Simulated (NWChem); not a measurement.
Everything below was run with NWChem. System: CHCl$_{3}$, charge 1, spin multiplicity 2, at the geometry of a parent with another charge or spin, in a state set for the comparison that need not be this species' ground state. Its SCF solution wasn't tested for a lower state.

Job file:

```
start mol
memory heap 200 mb stack 900 mb global 1100 mb
charge 1
geometry units angstroms nocenter noautoz
  Cl     0.852323    -0.066552     1.473644
  C     -0.009260     0.453522     0.000000
  Cl     0.852323    -0.066552    -1.473644
  Cl    -1.699513    -0.118524     0.000000
  H     -0.031683     1.556539     0.000000
  symmetry group Cs
end
basis spherical
  * library aug-cc-pvdz
end
dft
  xc xpbe96 cpbe96
  odft
  mult 2
  semidirect memsize 60000000 filesize 0
  iterations 100
end
task dft energy
```

The output up to the point where the run's verdict is printed (cleaned and shortened):

```
             Northwest Computational Chemistry Package (NWChem) 7.3.0
             --------------------------------------------------------

                                NWChem Input Module
                                -------------------

 Scaling coordinates for geometry "geometry" by  1.889725989
 (inverse scale =  0.529177249)

 Turning off AUTOSYM since
 SYMMETRY directive was detected!

                             Geometry "geometry" -> ""
                             -------------------------

 Output coordinates in angstroms (scale by  1.889725989 to convert to a.u.)

  No.       Tag          Charge          X              Y              Z
 ---- ---------------- ---------- -------------- -------------- --------------
    1 Cl                  17.0000     0.85232300    -0.06655200     1.47364400
    2 C                    6.0000    -0.00926000     0.45352200     0.00000000
    3 Cl                  17.0000     0.85232300    -0.06655200    -1.47364400
    4 Cl                  17.0000    -1.69951300    -0.11852400     0.00000000
    5 H                    1.0000    -0.03168300     1.55653900     0.00000000

 Effective nuclear repulsion energy (a.u.)     260.7072735882

            Nuclear Dipole moment (a.u.)
            ----------------------------
        X                 Y               Z
 ---------------- ---------------- ----------------
     0.0000340151    -0.0000094486     0.0000000000

      Symmetry information
      --------------------

 Group name             Cs
 Group number              2
 Group order               2
 No. of unique centers     4

      Symmetry unique atoms

     1    2    4    5


 Summary of "ao basis" -> "" (spherical)
 ------------------------------------------------------------------------------
       Tag                 Description            Shells   Functions and Types
 ---------------- ------------------------------  ------  ---------------------
 *                        aug-cc-pvdz                 on all atoms

  pbe96 is a nonlocal functional; adding pw91lda local functional.

                                 NWChem DFT Module
[...]
 d= 0,ls=0.5,diis    75  -1418.3071222262  7.54D-06  6.34D-06  1.97D-04    59.0
                                                     3.47D-05  2.09D-04
 d= 0,ls=0.5,diis    76  -1418.3071377828 -1.56D-05  5.85D-06  1.97D-04    59.7
                                                     3.41D-05  2.16D-04
 d= 0,ls=0.5,diis    77  -1418.3071665581 -2.88D-05  4.04D-06  1.79D-04    60.4
                                                     3.31D-05  2.02D-04
 d= 0,ls=0.5,diis    78  -1418.3071877428 -2.12D-05  9.35D-06  1.75D-04    61.1
                                                     3.22D-05  1.98D-04
 d= 0,ls=0.5,diis    79  -1418.3072035373 -1.58D-05  2.76D-05  1.78D-04    61.9
                                                     3.79D-05  1.98D-04
 d= 0,ls=0.5,diis    80  -1418.3072672736 -6.37D-05  1.44D-05  1.10D-04    62.6
                                                     3.84D-05  1.35D-04
 d= 0,ls=0.5,diis    81  -1418.3073165660 -4.93D-05  1.31D-05  7.22D-05    63.3
                                                     3.85D-05  9.18D-05
 d= 0,ls=0.5,diis    82  -1418.3073586187 -4.21D-05  6.21D-06  4.28D-05    64.0
                                                     3.70D-05  6.07D-05
 d= 0,ls=0.5,diis    83  -1418.3073880865 -2.95D-05  2.55D-05  3.16D-05    64.7
                                                     3.42D-05  4.59D-05
 d= 0,ls=0.5,diis    84  -1418.3073969827 -8.90D-06  6.69D-06  4.75D-05    65.4
                                                     3.18D-05  5.59D-05
 d= 0,ls=0.5,diis    85  -1418.3074152243 -1.82D-05  4.96D-05  4.27D-05    66.1
                                                     3.57D-05  5.30D-05
 d= 0,ls=0.5,diis    86  -1418.3073911914  2.40D-05  3.79D-05  1.03D-04    66.8
                                                     3.03D-05  1.00D-04
 d= 0,ls=0.5,diis    87  -1418.3074257609 -3.46D-05  1.54D-05  6.07D-05    67.5
                                                     2.74D-05  7.63D-05
 d= 0,ls=0.5,diis    88  -1418.3074277875 -2.03D-06  1.40D-05  7.51D-05    68.2
                                                     2.59D-05  8.93D-05
 d= 0,ls=0.5,diis    89  -1418.3074287440 -9.57D-07  5.06D-06  8.95D-05    68.9
                                                     2.46D-05  1.02D-04
 d= 0,ls=0.5,diis    90  -1418.3074412136 -1.25D-05  2.72D-06  8.39D-05    69.7
                                                     2.40D-05  9.84D-05
 d= 0,ls=0.5,diis    91  -1418.3074533650 -1.22D-05  3.64D-05  7.95D-05    70.4
                                                     3.32D-05  9.45D-05
 d= 0,ls=0.5,diis    92  -1418.3074968621 -4.35D-05  3.89D-05  3.18D-05    71.1
                                                     4.29D-05  4.83D-05
 d= 0,ls=0.5,diis    93  -1418.3075343929 -3.75D-05  3.41D-05  2.64D-06    71.8
                                                     3.02D-05  1.22D-05
 d= 0,ls=0.5,diis    94  -1418.3075453894 -1.10D-05  3.98D-05  5.51D-06    72.6
                                                     2.85D-05  1.27D-05
 d= 0,ls=0.5,diis    95  -1418.3075436657  1.72D-06  1.56D-05  2.45D-05    73.3
                                                     2.42D-05  2.61D-05
 d= 0,ls=0.5,diis    96  -1418.3075448503 -1.18D-06  2.22D-05  3.37D-05    74.1
                                                     2.27D-05  3.60D-05
 d= 0,ls=0.5,diis    97  -1418.3075394450  5.41D-06  6.58D-06  5.35D-05    74.8
                                                     2.02D-05  5.16D-05
 d= 0,ls=0.5,diis    98  -1418.3075427530 -3.31D-06  1.45D-05  5.66D-05    75.5
                                                     2.08D-05  5.58D-05
 d= 0,ls=0.5,diis    99  -1418.3075583079 -1.56D-05  1.67D-05  4.00D-05    76.3
                                                     2.22D-05  4.50D-05
 d= 0,ls=0.5,diis   100  -1418.3075754094 -1.71D-05  1.60D-05  2.37D-05    77.0
                                                     2.04D-05  3.13D-05
```

The run did not converge; its last values are not results. The next line reads: Calculation failed to converge. NWChem stopped with the message: dft energy failed.
